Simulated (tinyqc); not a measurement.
CISD on RHF in the sto-6g basis, frozen core, for OH-, spin multiplicity 1, step by step. The basis has no diffuse functions, so it cannot describe the extra electron: this is an exercise in the method, not the real anion. One step of it, computed by the program tinyqc.

Problem. Orthogonalisation. S = U s U^T; symmetric (Loewdin) form X = U s^(-1/2) U^T, so that X^T S X = 1.

overlap S, lower triangle:
```
           1O 1s     1O 2s    1O 2px    1O 2py    1O 2pz     2H 1s
1O 1s   1.000000
1O 2s   0.231145  1.000000
1O 2px  0.000000  0.000000  1.000000
1O 2py  0.000000  0.000000  0.000000  1.000000
1O 2pz  0.000000  0.000000  0.000000  0.000000  1.000000
2H 1s   0.053951  0.469100  0.000000  0.000000  0.388587  1.000000
```

Give: eigenvalues of S; X.

Solution.

eigenvalues of S: 0.3773  0.8432  1.0000  1.0000  1.1265  1.6530

X, lower triangle:
```
          1O 1s    1O 2s  1O 2px  1O 2py   1O 2pz   2H 1s
1O 1s    1.0219
1O 2s   -0.1298   1.1406
1O 2px   0.0000   0.0000  1.0000
1O 2py   0.0000   0.0000  0.0000  1.0000
1O 2pz  -0.0083   0.0973  0.0000  0.0000   1.0791
2H 1s    0.0219  -0.3180  0.0000  0.0000  -0.2593  1.1955
```
